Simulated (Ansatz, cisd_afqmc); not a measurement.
Species: HF, charge 0, singlet. HF (fluorane, SMILES F).
NHTBH set geometry:
```xyz
2

F      0.0000     0.0000    -0.0915
H      0.0000     0.0000     0.8238
```

Total energies in aug-cc-pVTZ, 8 correlated electrons, 1 frozen orbitals. Radicals and triplets start from unrestricted determinants; spin-orbit coupling is neglected. Correlated methods leave the cores frozen. No relativity. AFQMC/CISD: phaseless, guided by CISD from CCSD amplitudes; bars are statistical, one sigma. Outlying blocks are dropped, and bars are widened where a walk drifts. Over all cases where full CI ran beside it in this data, AFQMC minus full CI had a median of +0.1 mEh and passed +0.4 mEh in a tenth of the cases.

```tsv
method	program	energy (Eh)	minus CCSDT(Q) (mEh)
HF	Ansatz	-100.06114	288.69
MP2	Ansatz	-100.34084	8.99
CCSD	Ansatz	-100.34204	7.79
CCSD(T)	Ansatz	-100.34954	0.29
CCSDT(Q)	Ansatz	-100.34983	0.00
AFQMC/CISD	cisd_afqmc	-100.3498 ± 0.0002	0.0 ± 0.2
```

Rough core times of Ansatz's runs on a shared machine: CCSD(T) under 20 s, CCSDT(Q) 20 s.

Ansatz is an electronic-structure program.
